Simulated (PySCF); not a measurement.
F₂⁺ at UHF-SCS-MP2

Computed with UHF-SCS-MP2; PySCF, spin-free X2C with a Gaussian nucleus, basis sets F jorge-DZP-DKH.

- state: ²Πg (doublet), unpaired electrons π ↑
- bond length: 1.404 Å
- harmonic wavenumber: 673 cm⁻¹
- force constant: 2.53 mdyn/Å
- rotational constant Be: 0.9006 cm⁻¹
- anharmonicity ωexe: 30.8 cm⁻¹
- vibration–rotation constant αe: 0.0296 cm⁻¹
- well depth De to F⁺ + F: 2.58 eV
- dissociation energy D0: 2.54 eV

Correlated steps freeze 2 core orbitals. Correlated levels converge slowly with the basis: in double zeta they bind strong bonds too weakly, by up to about 1 eV, and carry superposition errors of some tenths. The state was picked by a PBE0 search and need not be the measured ground state.
